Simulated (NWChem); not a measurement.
Species: Si cation, doublet

Computed with NWChem. Spin-unrestricted. The open p shell is one determinant without spherical averaging. No stability test was run on the SCF state. Total energies compare along this basis series because the functional is fixed.

| level | basis functions | energy (Ha) | highest occupied level (eV) | lowest empty minus highest occupied level, either spin (eV) | <S²> |
|---|---|---|---|---|---|
| TPSS/pcseg-1 | 18 | -289.0707 | -12.45 | 0.76 | 0.754 |
| TPSS/aug-pcseg-1 | 27 | -289.0710 | -12.46 | 0.77 | 0.755 |
| TPSS/pcseg-2 | 34 | -289.0932 | -12.45 | 0.79 | 0.755 |
| TPSS/STO-3G | 9 | -285.7795 | -10.24 | 0.68 | 0.750 |
| TPSS/def2-SVP | 18 | -288.9903 | -12.46 | 0.76 | 0.755 |
